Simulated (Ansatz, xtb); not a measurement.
Relative energy of two isomers of FHNP−

Structure I: the doublet with the links of `[NH][P-]F`. Structure II: the doublet with the links of `[N-]=[PH]F`. Both are isolated ions in the gas phase, relaxed with r2SCAN-D4/def2-SVPD; each stands in its lowest conformer found.

Quicker runs give these differences E(II) − E(I): GFN2-xTB +19.2 kcal/mol; HF/STO-3G +26.3 kcal/mol (at GFN2-xTB geometries); r2SCAN-D4/def2-SVPD//GFN2-xTB +20.9 kcal/mol.

Task: Estimate E(II) − E(I) at the level CCSD(T)/def2-SVPD + ΔMP2/def2-TZVPPD.

Result: Calculated at CCSD(T)/def2-SVPD + ΔMP2/def2-TZVPPD: E(II) − E(I) = +19.0 kcal/mol, so structure I lies lower.

Level by level:

| level | geometry | E(II) − E(I) (kcal/mol) | departure from the last row (kcal/mol) | job, with rough time for the two |
| --- | --- | --- | --- | --- |
| GFN2-xTB | GFN2-xTB | +19.2 | +0.2 | optimisation, 0.088 s |
| HF/STO-3G | GFN2-xTB | +26.3 | +7.3 | single point, 0.22 s |
| r2SCAN-D4/def2-SVPD//GFN2-xTB | GFN2-xTB | +20.9 | +1.8 | single point, 2.4 s |
| r2SCAN-D4/def2-SVPD | r2SCAN-D4/def2-SVPD | +19.0 | 0.0 | optimisation, 26 s |
| HF/def2-SVPD | r2SCAN-D4/def2-SVPD | +16.1 | −2.9 | part of the CCSD(T) run |
| MP2/def2-SVPD | r2SCAN-D4/def2-SVPD | +28.3 | +9.2 | part of the CCSD(T) run |
| CCSD(T)/def2-SVPD | r2SCAN-D4/def2-SVPD | +20.5 | +1.5 | single point |
| CCSD(T)/def2-SVPD + ΔMP2/def2-TZVPPD | r2SCAN-D4/def2-SVPD | +19.0 |  | single point, 15 s |

As drawn, II has 1 N=P, 1 P–H in place of 1 N–P, 1 N–H.

None of the levels shown reverses the order. The largest departure from CCSD(T)/def2-SVPD + ΔMP2/def2-TZVPPD is that of MP2/def2-SVPD, 9.2 kcal/mol. The last row adds to CCSD(T) the change of the MP2 difference between the two basis sets, here −1.5 kcal/mol.

With harmonic frequencies from r2SCAN-D4/def2-SVPD (ideal gas, rigid rotor, one conformer each, 298.15 K, 1 atm): the zero-point term adds −1.5 kcal/mol; ΔH is +17.4 and ΔG +17.6 kcal/mol.

Open shells are spin-unrestricted. The correlated steps freeze 7 core orbitals. Run with Ansatz 0.2.0, xtb 6.7.1; the last row on 1 thread of AMD EPYC 9R45 96-Core Processor (Zen 5) on a shared host.
